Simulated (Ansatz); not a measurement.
# BHS (quintet): wave-function methods side by side, cc-pVDZ

An exercise on one series of results from a longer session: the logs are not shown, and one member is left open.

Computed with Ansatz 0.2.0, Gaussian basis. Level: cc-pVDZ, core rule «outside noble gas», up to 6 orbitals frozen.

Plan: UHF; CCSD(T) on ROHF; CCSD(T) on UHF; BCCD(T) on ROHF; CISD; CCSDT(Q) on ROHF; CCSDT(Q) on UHF; CCSDTQ on ROHF; CCSDTQ on UHF.

11 further runs of the same task are left out: 5 for a known fault of the program, 6 set aside as unsound or not needed.

## What is computed

The geometry is a PBE0/def2-TZVP stationary point (not a proven minimum) of the parent state, kept for this charge and spin.

3 atoms, charge 0, spin multiplicity 5.

Atoms are counted from 1 here; the program's logs count them from 0.

Bond lengths: B1–S2 1.769 Å, B1–H3 1.201 Å. Angles: S2–B1–H3 116.3°.

Set-up of the first run:

in.yaml reads:

```yaml
crystal:
  periodic: [false, false, false]
  atoms:
    - {symbol: B, position_ang: [0.000000, -0.194210, 1.266050]}
    - {symbol: S, position_ang: [0.000000, 0.040248, -0.487697]}
    - {symbol: H, position_ang: [0.000000, 0.802670, 1.935360]}
basis:
  gaussian: {orbitals: cc-pVDZ}
magnetization: {spin_polarized: true, initial_magnetization: 4}
hamiltonian: {xc: hf}
output: {orbitals: {seedname: orbitals}}
```

The run is started by

```console
ansatz run in.yaml --threads 1 --pin off --events-out ev --progress --plain --max-ram 2816MiB --backend cpu
```

Steps of the session up to this table: UHF; CCSD(T) on ROHF; CCSD(T) on UHF; BCCD(T) on ROHF; CISD; CCSDT(Q) on ROHF; CCSDT(Q) on UHF; CCSDTQ on ROHF; CCSDTQ on UHF.

One of the session's tables, all rows but one given; the rest of the session is left out.

| method | from UCCSDTQ (kJ/mol) |
| --- | --- |
| ROHF | +494.9 |
| UHF | +477.9 |
| RMP2 | +95.8 |
| UMP2 | +99.6 |
| CISD | +38.6 |
| RCCSD | +14.2 |
| UCCSD | ? |
| RCCSD(T) | +3.3 |
| UCCSD(T) | +3.2 |
| BCCD(T) | +3.2 |
| RCCSDT | +0.8 |
| UCCSDT | +0.7 |
| RCCSDT(Q) | +0.1 |
| UCCSDT(Q) | +0.1 |
| RCCSDTQ | +0.1 |
| UCCSDTQ | 0 |

**Question.** Estimate the row for UCCSD.

The run gave: from UCCSDTQ (kJ/mol): +13.8. In the column «from UCCSDTQ (kJ/mol)» it lies between RCCSD(T) (+3.3) and RCCSD (+14.2).

To keep in mind: Restricted and unrestricted rows rest on different reference determinants; where their highest levels disagree by more than a few hundredths of an eV, they describe different states and don't form one ladder.
